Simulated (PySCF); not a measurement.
Geometry:
```json
{"atom": "O1", "x (Å)": "-0.667", "y (Å)": "0.167", "z (Å)": "0.220"}
{"atom": "O2", "x (Å)": "0.667", "y (Å)": "0.270", "z (Å)": "-0.250"}
{"atom": "H3", "x (Å)": "-1.066", "y (Å)": "-0.376", "z (Å)": "-0.473"}
{"atom": "H4", "x (Å)": "1.150", "y (Å)": "-0.152", "z (Å)": "0.473"}
```

Geometry: PBE0-D3(BJ)/def2-SVP; GIAO absolute shieldings from PySCF 2.14.0 with density-fitted response routines, gas phase, non-relativistic, averaged over equivalent atoms.

At PBE0/cc-pVDZ (38 basis functions, 1 s wall time on 1 thread of an Arm Neoverse V1, shared host):
```json
{"atoms": "O1/O2", "σ (ppm)": "151.7"}
{"atoms": "H3/H4", "σ (ppm)": "26.69"}
```

Q: What do these become at WP04/pcSseg-2?

A: 
```
atoms  σ at WP04/pcSseg-2  change
O1/O2               102.9   -48.8
H3/H4               25.50   -1.19
```

The largest change is at O1/O2 (oxygen bonded to O, H). Cost: 100 basis functions, 1.7 s wall time on 1 thread of an Arm Neoverse V1, shared host.
